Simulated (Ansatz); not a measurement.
# Copper, fcc: convergence with Gaussian smearing

Computed with Ansatz, PBE, scalar-relativistic PAW, on the relaxed cell (a = 3.629 Å; spin not included). Errors count from a run at 420 eV on a Γ-centred 24×24×24 mesh with Fermi-Dirac smearing of 0.1 eV, extrapolated to zero width. Fixed here: cutoff 420 eV, mesh 15×15×15. The SCF starts from atomic densities corrected by a trained network.

```json
{"width (eV)": "0.01", "E(σ→0) error (meV/atom)": "2.3", "F error (meV/atom)": "2.2", "P (GPa)": "-0.17", "SCF iterations": "6"}
{"width (eV)": "0.03", "E(σ→0) error (meV/atom)": "2.2", "F error (meV/atom)": "2.1", "P (GPa)": "-0.17", "SCF iterations": "6"}
{"width (eV)": "0.1", "E(σ→0) error (meV/atom)": "2.1", "F error (meV/atom)": "1.1", "P (GPa)": "-0.12", "SCF iterations": "6"}
{"width (eV)": "0.2", "E(σ→0) error (meV/atom)": "1.8", "F error (meV/atom)": "-1.7", "P (GPa)": "-0.03", "SCF iterations": "6"}
{"width (eV)": "0.3", "E(σ→0) error (meV/atom)": "1.3", "F error (meV/atom)": "-5.7", "P (GPa)": "0.04", "SCF iterations": "6"}
{"width (eV)": "0.6", "E(σ→0) error (meV/atom)": "1.5", "F error (meV/atom)": "-26.6", "P (GPa)": "0.26", "SCF iterations": "6"}
{"width (eV)": "1.0", "E(σ→0) error (meV/atom)": "9.9", "F error (meV/atom)": "-79.5", "P (GPa)": "0.86", "SCF iterations": "6"}
```
